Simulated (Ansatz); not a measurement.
Input for Ansatz (development build ahead of 0.2.0):

```yaml
crystal:
  periodic: [false, false, false]
  atoms:
    - { symbol: C, position_ang: [1.44832, -0.00322, 0.22582] }
    - { symbol: C, position_ang: [0.72803, 1.26161, -0.217] }
    - { symbol: C, position_ang: [-0.72861, 1.26553, 0.21742] }
    - { symbol: C, position_ang: [-1.46483, -0.0062, -0.23026] }
    - { symbol: C, position_ang: [-0.73037, -1.25254, 0.22702] }
    - { symbol: C, position_ang: [0.72043, -1.25904, -0.22275] }
    - { symbol: H, position_ang: [1.52192, -0.00798, 1.33027] }
    - { symbol: H, position_ang: [2.49181, -0.00799, -0.1418] }
    - { symbol: H, position_ang: [0.75671, 1.32983, -1.32848] }
    - { symbol: H, position_ang: [1.25643, 2.15843, 0.14308] }
    - { symbol: H, position_ang: [-1.24316, 2.15832, -0.13822] }
    - { symbol: H, position_ang: [-0.76084, 1.3232, 1.33993] }
    - { symbol: H, position_ang: [-1.53356, 0.0073, -1.32653] }
    - { symbol: H, position_ang: [-2.4905, -0.00428, 0.15479] }
    - { symbol: H, position_ang: [-1.24789, -2.1678, -0.13991] }
    - { symbol: H, position_ang: [-0.76077, -1.32553, 1.32124] }
    - { symbol: H, position_ang: [1.24516, -2.15248, 0.15214] }
    - { symbol: H, position_ang: [0.77341, -1.32306, -1.33374] }
basis:
  gaussian: { orbitals: def2-SVP }
hamiltonian:
  xc: hf
correlation:
  method: mp2
  frozen_orbitals: { C: 1, H: 0 }
```

The input is written out in the form of the current development build from the run's settings.

The run gave:

```json
{
 "Converged": "yes",
 "Reference energy": "-234.03948 hartree",
 "Correlation energy": "-0.85767 hartree",
 "Total energy": "-234.89715 hartree",
 "Spin squared of the determinant": "0.000"
}
```
